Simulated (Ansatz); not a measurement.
Ideal-gas functions of `[O-]O` at 500 K and 1 bar, from an Ansatz frequency run at PBE0-D4/def2-TZVPD.

Molar mass 33.01 g/mol, point group Cs (symmetry number 1), electronic degeneracy 1, moments of inertia 0.834, 18.354, 19.188 u Å². Harmonic wavenumbers (cm⁻¹, unscaled): 848, 1180, 3802.

Use S(trans) = R[1.5 ln M + 2.5 ln T − 1.1517]; rotational temperatures θ = 24.2544 K / I; S(rot) = R[ln(√π/σ · √(T³/θAθBθC)) + 1.5]; for each mode x = 1.438777 ν̃/T, S = R[x/(eˣ − 1) − ln(1 − e⁻ˣ)] and H = RT x/(eˣ − 1); 1 cm⁻¹ = 0.0119627 kJ/mol; R = 8.31446 J/(mol·K).

Problem. By hand: the entropy, in J/(mol·K).

Solution. Translation 163.2. Rotation: θ = 29.082, 1.3215, 1.264 K, giving 78.6. Vibration, mode by mode: 2.69, 1.26, 0.00, in all 4.0. Electronic 0.0. Sum 245.8 J/(mol·K).

Problem. By hand: H − E and G − E in kJ/mol, counted from the electronic energy.

Solution. Zero-point energy ½ × 5830 × 0.0119627 = 34.9; thermal vibration 1.5; translation, rotation and pV give 4 RT = 16.6. H − E = 53.0 kJ/mol, and G − E = 53.0 − 500 × 245.8/1000 = -69.9 kJ/mol.

Vibration gives 2 % of the entropy.
